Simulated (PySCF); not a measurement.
## Molecular orbitals of CN⁻

r²SCAN at R = 1.171 Å; PySCF, no relativity, basis sets C def2-TZVPPD, N def2-TZVPPD. State: ¹Σ⁺ (singlet), closed shell. Only the outer orbitals are listed, counted within each symmetry.

```csv
orbital,occ.,ε (eV),on C (%),main shells (%)
3σ,2,-15.84,39,"53 N s, 26 C s, 12 C p"
4σ,2,-3.36,36,"39 C s, 36 N s, 28 N p"
1π,2,-1.22,45,"55 N p, 43 C p"
1π,2,-1.22,45,"55 N p, 43 C p"
5σ,2,-0.18,63,"44 C p, 20 N p, 19 C s"
6σ,0,6.47,89,"85 C s, 19 N s"
2π,0,7.18,66,"49 C p, 28 N p, 17 C d"
2π,0,7.18,66,"49 C p, 28 N p, 17 C d"
```

Which are the highest filled and the lowest empty level, where do they sit, and how wide is the gap?

Highest filled 5σ at -0.18 eV (in %: 44 C p, 20 N p, 19 C s); lowest empty 6σ at 6.47 eV (in %: 85 C s, 19 N s); the gap at r²SCAN is 6.65 eV. An empty level above zero is unbound, and its energy depends on the basis.

* bond order (Mayer): 2.54
* ⟨S²⟩: 0.000
* charge on C (Mulliken, basis-dependent): -0.55
* charge on C (Löwdin, basis-dependent): -0.66
* dipole moment (positive dipole points towards N; it is taken about the centre of mass and depends on that origin): 0.70 D
